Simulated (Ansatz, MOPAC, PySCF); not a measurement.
System: CH2F (charge 0, doublet). SMILES: [CH2]F
Coordinates optimised at B3LYP-D3(BJ)/def2-TZVP (Ansatz, a program for electronic structure):
```xyz
4

C     -0.0106     0.4978     0.4277
F      0.0121    -0.4855    -0.4825
H     -0.9803     0.6938     0.8618
H      0.9347     0.6892     0.9145
```
Charge 0, spin multiplicity 2.

Unscaled harmonic wavenumbers (cm⁻¹) in rising order, each level at the stationary point that it reaches from this structure (no distance between atoms moves by over 0.3 Å); the order of modes can differ between levels, and a negative number is imaginary. B3LYP-D3(BJ)/def2-TZVP (PySCF, at the structure above): 513, 1170, 1180, 1469, 3132, 3289.

PM3 (MOPAC): 316, 944, 1145, 1566, 3042, 3165. Zero-point energy 14.5 against 15.4 kcal/mol; where all levels lie over 400 cm⁻¹, the wavenumbers are on average 0.955 times those of B3LYP-D3(BJ)/def2-TZVP.

PM7 (MOPAC): 695, 1085, 1342, 1494, 2709, 2739. Zero-point energy 14.4 against 15.4 kcal/mol; where all levels lie over 400 cm⁻¹, the wavenumbers are on average 0.956 times those of B3LYP-D3(BJ)/def2-TZVP.

HF/3-21G (Ansatz): 676, 1226, 1248, 1629, 3312, 3462. Zero-point energy 16.5 against 15.4 kcal/mol; where all levels lie over 400 cm⁻¹, the wavenumbers are on average 1.065 times those of B3LYP-D3(BJ)/def2-TZVP.
